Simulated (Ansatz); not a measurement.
Seven cases of bond dissociation energy of first-row species (electronic energies, kcal/mol); geometries: B3LYP-D3(BJ)/def2-TZVP. The cases were drawn at random from those of this class that have a high level and all functionals, leaving out states under which another spin lies or may lie. Left out are anions, K, Ca, elements past Kr, ionisation of Li, Na and Mg, pi-pi* triplets of linear molecules and other triplets made from a closed-shell parent. Runs that doubt their state, and full CI more than 15 mEh from coupled cluster, are set aside; a case stays where another high level and all functionals remain. AFQMC serves as high level only in triple zeta or larger, with a steady walk, a bar under 0.8 kcal/mol and agreement with other high levels or trials where they ran; where none ran, an unstable determinant or (outside 3d species) a high T1 diagnostic also bars it, so strongly correlated cases are thinned. No case was kept or dropped by the size of a functional's miss. High levels with a bar over 0.5 kcal/mol are left out too, and the seventh case lies inside the range of the six. Affinities count positive where energy is released, gaps as the second state minus the first. B3LYP is by Ansatz (a program for electronic structure) in def2-TZVPD. High levels (Ansatz): P = CCSD(T)/CBS(cc-pVQZ,cc-pV5Z) + [CCSDT(Q) - CCSD(T)]/cc-pVDZ + core + X2C; Q = CCSD(T)/CBS(cc-pVQZ,cc-pV5Z) + [CCSDT(Q) - CCSD(T)]/cc-pVQZ + [CCSDTQ - CCSDT(Q)]/cc-pVDZ + core + X2C; R = CCSD(T)/CBS(cc-pVTZ,cc-pVQZ) + [CCSDT(Q) - CCSD(T)]/cc-pVDZ + core + X2C. Radicals and triplets start from unrestricted determinants; spin-orbit coupling is neglected. CBS(X,Y): correlation extrapolated as X^-3, Hartree-Fock from the larger set (Q,5: extrapolated as (X+1)exp(-9√X)). A bracket is a step between two methods taken in the basis named. Functionals run without relativity, which enters their misses. 'core' is core correlation in cc-pwCVTZ, 'X2C' scalar relativity in cc-pVTZ-DK, both at CCSD(T). For partners of very few electrons the exact lower level stands in for a higher one. The UHF reference of CN ([C-]#[N+], doublet) is spin-contaminated (<S^2> up to 0.37 over the pure value in the sets run). The UHF reference of C3H3 (C#C[CH2], doublet) is spin-contaminated (<S^2> up to 0.21 over the pure value in the sets run).

```
case                                                                                                 B3LYP  level  high level
---------------------------------------------------------------------------------------------------  -----  -----  ----------
CH4O (methanol, SMILES CO) → CH3O (SMILES C[O], doublet) + H (doublet)                               107.1      R       113.2
BF3 (trifluoroborane, SMILES FB(F)F) → BF2 (SMILES F[B]F, doublet) + F (doublet)                     167.9      P       174.0
CHN (methanidylidyneazanium, SMILES [C-]#[NH+]) → CN (SMILES [C-]#[N+], doublet) + H (doublet)       119.6      Q       116.8
C3H9N (propan-2-amine, SMILES NC(C)C) → C3H7 (SMILES C[CH]C, doublet) + NH2 (SMILES [NH2], doublet)   83.1      R        92.9
C3H4 (prop-1-yne, SMILES C#CC) → C3H3 (SMILES C#C[CH2], doublet) + H (doublet)                        94.5      P        99.3
NH3 (SMILES N) → NH2 (SMILES [NH2], doublet) + H (doublet)                                           112.5      Q       115.5
C3H6O (SMILES C[C@H]1CO1) → CH3 (SMILES [CH3], doublet) + C2H3O (SMILES [CH]1CO1, doublet)            95.0      R    withheld
```

Fit a straight line from B3LYP to the high level over the first six rows by least squares, predict the seventh, and compare with the calculation.

Means: B3LYP 114.12, high level 118.62. Sxx = 4321.41, Sxy = 4188.36, slope 0.9692, intercept +8.01 kcal/mol; residual standard deviation 4.6 kcal/mol. Seventh row: 0.9692·(95.0) +8.01 = 100.1 kcal/mol. The calculation gave 102.8 kcal/mol: the line differs from it by -2.7, B3LYP itself by -7.8.
